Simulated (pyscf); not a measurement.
PySCF, gas phase, ωB97X-D3(BJ)/def2-SVP geometries.

SMILES: [CH3][Mo]([F])([F])([F])([F])[F]
```xyz
10

C      0.2432     0.5218    -0.9594
Mo    -1.2814    -0.8759    -1.3689
F     -2.4688    -1.6611    -0.2173
F     -0.0358    -1.8187    -0.3993
F     -1.2279    -2.3421    -2.4660
F     -2.3444     0.5725    -0.9681
F     -1.2372    -0.0445    -3.0091
H      1.1589     0.1023    -1.3990
H      0.3230     0.5690     0.1355
H     -0.0380     1.4817    -1.4045
```
Charge 0, spin multiplicity 1.

Question: What is the homolytic dissociation enthalpy (298 K, ωB97M-D3(BJ)/def2-TZVP) of the C–Mo bond of H₃C–Mo(F)(F)(F)(F)–F (SMILES [CH3][Mo]([F])([F])([F])([F])[F]), to CH₃• + [F–Mo(F)(F)(F)–F]•?

Answer: C–Mo to CH₃• + [F–Mo(F)(F)(F)–F]•: 97.4 kJ/mol. The 7 functionals that were run give +97.4 (ωB97M-D3(BJ)/def2-TZVP) to +143.5 kJ/mol (PBE). The radicals are drawn with the spin at the cut bond; how far it spreads was not checked. Open-shell species with a d-block atom are single-reference here; other states, and whether the spin sits on metal or ligand, were not checked. Elements past Kr carry the def2 core potentials, without spin-orbit coupling.
